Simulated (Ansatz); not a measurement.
# C3H5NS: the cost of one run

All numbers below are computed with Ansatz 0.2.0 (UKS PBE0/def2-SVP).

**1. The starting structure**

Bond lengths: N1–C2 1.249 Å, C2–C3 1.327 Å, C3–S4 1.826 Å, C2–C5 1.553 Å, S4–C5 1.853 Å, N1–H6 1.015 Å, N1–H7 1.067 Å, C3–H8 1.062 Å, C5–H9 1.145 Å, C5–H10 1.057 Å. Angles (14 of 16 angles, heavy atoms first): N1–C2–C3 134.7°, N1–C2–C5 130.0°, C3–C2–C5 95.3°, C2–C3–S4 101.6°, C3–S4–C5 70.9°, C2–C5–S4 92.2°, C2–N1–H6 128.8°, C2–N1–H7 122.7°, C2–C3–H8 132.7°, S4–C3–H8 125.8°, C2–C5–H9 113.6°, C2–C5–H10 116.6°, S4–C5–H9 111.1°, S4–C5–H10 113.8°.

Coordinates:

```xyz
10

N    -1.4740    0.0638   -0.1049
C    -0.2543   -0.1477    0.0609
C     0.4586   -1.1300    0.5975
S     2.1634   -0.5246    0.3462
C     0.9725    0.7022   -0.3673
H    -2.2630   -0.5022    0.1892
H    -1.8480    0.9485   -0.5697
H     0.1867   -2.0349    1.0815
H     1.0446    1.7089    0.1740
H     1.0967    0.8649   -1.4046
```

**2. Relaxing end A**

The input, input.yaml:

```yaml
crystal:
  periodic: [false, false, false]
  atoms:
    - { symbol: "N", position_ang: [-1.474, 0.0638, -0.1049] }
    - { symbol: C, position_ang: [-0.2543, -0.1477, 0.0609] }
    - { symbol: C, position_ang: [0.4586, -1.13, 0.5975] }
    - { symbol: S, position_ang: [2.1634, -0.5246, 0.3462] }
    - { symbol: C, position_ang: [0.9725, 0.7022, -0.3673] }
    - { symbol: H, position_ang: [-2.263, -0.5022, 0.1892] }
    - { symbol: H, position_ang: [-1.848, 0.9485, -0.5697] }
    - { symbol: H, position_ang: [0.1867, -2.0349, 1.0815] }
    - { symbol: H, position_ang: [1.0446, 1.7089, 0.174] }
    - { symbol: H, position_ang: [1.0967, 0.8649, -1.4046] }
magnetization:
  spin_polarized: true
basis:
  gaussian: { orbitals: def2-SVP }
hamiltonian:
  xc: pbe0
relax:
  f_tol: 0.02
  max_steps: 50
output:
  orbitals: {}
```

Launch:

```
> ansatz run input.yaml --threads 2 --pin off --max-ram 3072MiB --backend cpu --events-out ev --progress --plain --runs-dir out
```

Q: Estimate wall time and peak memory on 2 threads of Intel Xeon 6975P-C (Granite Rapids), shared host.

About 26 s, with a peak of 0.3 GiB.
